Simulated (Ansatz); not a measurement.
# Structure relaxation of Zr₂AlN

The calculation used Ansatz, DFT r2SCAN, scalar-relativistic, plane waves, PAW.

The start is a database structure of Zr₂AlN, space group P6_3/mmc (No. 194).

Input of the last, converged step (default PAW datasets):

```yaml
crystal:
  lattice:
    - [3.2622418072, 0.0, 0.0]
    - [-1.6311209036, 2.8251842783, 0.0]
    - [0.0, 0.0, 14.42791]
  atoms:
    - { symbol: Zr, position: [0.66666667, 0.33333333, 0.589077] }
    - { symbol: Zr, position: [0.33333333, 0.66666667, 0.089077] }
    - { symbol: Zr, position: [0.33333333, 0.66666667, 0.410923] }
    - { symbol: Zr, position: [0.66666667, 0.33333333, 0.910923] }
    - { symbol: Al, position: [0.66666667, 0.33333333, 0.25] }
    - { symbol: Al, position: [0.33333333, 0.66666667, 0.75] }
    - { symbol: "N", position: [0.0, 0.0, 0.5] }
    - { symbol: "N", position: [0.0, 0.0, 0.0] }
basis:
  ecutwfc: 500
kpoints:
  mp_grid: { grid: [12, 12, 4] }
hamiltonian:
  xc: r2scan
scf:
  occupations: { method: gaussian, width: 0.1 }
output:
  forces: true
  stress: true
  eigenvalues: true
relax:
  adjacent_minimum: "off"
  f_tol: 0.01
  max_steps: 80
  cell: { stress_tol: 0.05 }
```

Launched as:

```bash
ansatz run input.yaml --threads 1 --pin off --max-ram 2560MiB --backend cpu --events-out ev --progress --plain --runs-dir out
```

It took 3.7 min on 1 thread of Arm Neoverse V2, on a shared host, peak memory 0.82 GiB.

The program printed at the end:

```
SCF converged after 5 iterations
Free energy (F): -18640.209903 eV
Harris-Foulkes:  -18640.209903 eV  (|F-HF|=7.28e-12)
Internal energy: -18640.194499 eV  (E = F + TS)
E sigma→0 (E₀):  -18640.202201 eV
Entropy (-TS):   -0.015405 eV (-1.926 meV/atom)
Fermi energy:    13.099749 eV
--- Per-component energies (eV) ---
  E_band       = -407.016519
  E_kinetic    = 1643.413848
  E_local      = -4489.995658  (includes V_loc(G=0)·N_el)
  E_nonlocal   = 422.756192
  E_hartree    = 1701.303633
  E_xc         = -819.274079
  E_vxc        = -1080.305999  (∫ρ·V_xc dr)
  E_paw        = -13086.066290  (= ΣΔE_a)
  E_vpaw       = -367.103929  (= ΣTr[D̂ρ^β])
  E_aug_tail   = 0.000066  (compensation charges beyond the density's cutoff)
  E_vtau       = 61.611631  (kinetic-family band-sum trace: ∫τ·v_τ [+ j·A + Jᵃ·Aᵃ] dr)
  E_ewald      = -4011.493899
  E_core_change = -0.838312  (= ΣΔE_core)
  E_smearing   = -0.015405  (= −TS)
  E_closure    = 0.000000  (closes the sum)
  Σ components = -18640.209903   (vs F -18640.209903, Δ=0.00e0)
--- Forces (eV/Å), atoms counted from 1 ---
  atom   1  Zr     0.00000000     0.00000000    -0.00016764
  atom   2  Zr     0.00000000     0.00000000    -0.00016764
  atom   3  Zr     0.00000000     0.00000000     0.00016764
  atom   4  Zr     0.00000000     0.00000000     0.00016764
  atom   5  Al     0.00000000     0.00000000     0.00000000
  atom   6  Al     0.00000000     0.00000000     0.00000000
  atom   7  N      0.00000000     0.00000000     0.00000000
  atom   8  N      0.00000000     0.00000000     0.00000000
  max |Σ_I F_I| component: 1.11e-16 eV/Å
--- Stress (GPa, compression-positive) ---
        0.001529       0.000000       0.000000
        0.000000       0.001529       0.000000
        0.000000       0.000000      -0.002191
  P = ⅓ Tr σ = 0.0003 GPa (0.003 kbar)
--- Relaxed structure (5 steps of the walk, 4 accepted, 1 SCFs on fresh bases) ---
  F+E_penalty+E_count = -18640.20990329 eV   max|allowed force component| = 1.676e-4 eV/Å   (the final SCF, on the basis selected at the relaxed cell)
  cell:  # Å, volume = 131.2374 Å³
    - [3.243711, 0.0, 0.0]
    - [-1.621855, 2.809136, 0.0]
    - [0.0, 0.0, 14.402662]
  atoms:
    - { symbol: Zr, position: [0.666667, 0.333333, 0.588730] }
    - { symbol: Zr, position: [0.333333, 0.666667, 0.088730] }
    - { symbol: Zr, position: [0.333333, 0.666667, 0.411270] }
    - { symbol: Zr, position: [0.666667, 0.333333, 0.911270] }
    - { symbol: Al, position: [0.666667, 0.333333, 0.250000] }
    - { symbol: Al, position: [0.333333, 0.666667, 0.750000] }
    - { symbol: N, position: [0.000000, 0.000000, 0.500000] }
    - { symbol: N, position: [0.000000, 0.000000, 0.0] }
```

Total energies depend on the potentials used, so only differences within one code and one set of settings carry meaning.

The result has space group P6_3/mmc (No. 194). Zr has 3 N at 2.27 Å; Al is coordinated by 6 Zr at 2.98 Å and 6 Al at 3.24 Å; N is coordinated by 6 Zr at 2.27 Å.

Against the elements it lies at -1.21 eV/atom. Energies over the elements count from the elements' standard structures at the same level (N₂ as a molecule), with no empirical corrections.

The k mesh leaves about 4 meV/atom of noise in metals.

Symmetry constrained the relaxation, so the result can be a saddle point.